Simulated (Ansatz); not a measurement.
## Rock-salt AgBr: smallest direct gap on the k points sampled by level of theory

No measured value is used here.

```
level (code)           value (eV)  cell (Å³/atom)
---------------------  ----------  --------------
LDA (Ansatz)                  [?]           24.07
LDA+SOC (Ansatz)             2.07           24.07
PBE (Ansatz)                 2.55           24.07
RPBE (Ansatz)                2.72           24.07
PBE-D3(BJ) (Ansatz)          2.63           23.52
HSE06 (Ansatz)               3.79           24.07
Hartree–Fock (Ansatz)         [?]           24.07
```

Question: Complete the blanks.

Answer: 
- LDA (Ansatz, a quantum-chemistry and plane-wave program), value (eV): 2.25
- Hartree–Fock (Ansatz), value (eV): 11.06

At these levels the smallest gap is indirect and lower: LDA 0.38, LDA+SOC 0.29, PBE 0.68, RPBE 0.85, PBE-D3(BJ) 0.67, HSE06 2.03, Hartree–Fock 9.52 eV. Computed values are for a static lattice. Spin–orbit coupling is included only where a level's name says +SOC; with heavier elements it mostly lowers gaps and can invert bands.  Values are at the measured cell; PBE-D3(BJ) at the level's own equilibrium cell. Cutoffs and k meshes differ between the levels. Ansatz's density-functional and Hartree–Fock values are scalar-relativistic unless marked +SOC, with PAW data made under PBE.
